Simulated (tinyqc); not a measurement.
Inside a calculation. Method: harmonic frequencies on the PBE/sto-6g surface (energies and gradients from PySCF), for HF, spin multiplicity 1. One step of it, computed by the program tinyqc.

Problem. One row of the Hessian: 2Hz. Displace 2Hz by +/-0.002 bohr; H(k, :) = (g(+) - g(-)) / (2 delta).

optimised positions (bohr):
```
           x         y          z
1F  0.000000  0.000000  -0.183150
2H  0.000000  0.000000   1.717601
```

gradient at +delta (hartree/bohr):
```
             x           y            z
1F  0.00000000  0.00000000  -0.00097333
2H  0.00000000  0.00000000   0.00097483
```

gradient at -delta (hartree/bohr):
```
             x           y            z
1F  0.00000000  0.00000000   0.00098062
2H  0.00000000  0.00000000  -0.00097896
```

Give: row of the Hessian.

Solution.

row of the Hessian (hartree/bohr^2): 1Fx 0.00000, 1Fy 0.00000, 1Fz -0.48849, 2Hx 0.00000, 2Hy 0.00000, 2Hz 0.48845
